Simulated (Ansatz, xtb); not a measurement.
# CH2FSi−: where a starting geometry ends

The starting geometry of this gas-phase singlet has its atoms placed at random.

```yaml
atoms:
  - { symbol: C, position_ang: [-1.2576, -0.9446, -1.2387] }
  - { symbol: F, position_ang: [0.9940, -0.4589, 1.5063] }
  - { symbol: Si, position_ang: [0.2611, 0.1696, 0.2176] }
  - { symbol: H, position_ang: [1.2199, 0.9814, -1.3065] }
  - { symbol: H, position_ang: [0.8173, -1.0750, -0.0536] }
```

Problem. One run relaxed it with r2SCAN-D4/def2-SVPD. What is a likely outcome?

Solution. It ends as `[H]/[C-]=[SiH]\F`. Contacts that open: Si3–H5 (1.39 → 2.48 Å). Contacts that close: C1–Si3 (2.38 → 1.69 Å), C1–H5 (2.39 → 1.11 Å), Si3–H4 (1.98 → 1.50 Å).

The energy falls by 7.36 eV over 17 steps:

| step | E − E(last) (eV) |
| --- | --- |
| 1 | 7.359 |
| 3 | 3.266 |
| 5 | 2.294 |
| 6 | 1.930 |
| 8 | 1.091 |
| 10 | 0.363 |
| 12 | 0.064 |
| 13 | 0.038 |
| 15 | 0.008 |
| 17 | 0.000 |

Final geometry (Å):

```xyz
5

C    -0.2379   -1.0627   -1.0056
F     1.2435    0.2942    1.4901
Si    0.5914    0.0816   -0.0847
H     0.9763    1.4150   -0.6507
H    -0.5385   -2.0556   -0.6240
```

From the same start GFN2-xTB ends elsewhere, differing in C1–H5 (2.90 against 1.11 Å here), Si3–H5 (1.51 against 2.48 Å here).

From so rough a start the end depends on the optimiser's path, so another program may land elsewhere. No frequencies were run, so the end isn't proven a minimum. Run with Ansatz 0.2.0, 23 s on 1 thread of Intel(R) Xeon(R) Platinum 8488C (Sapphire Rapids), with other jobs on the host.
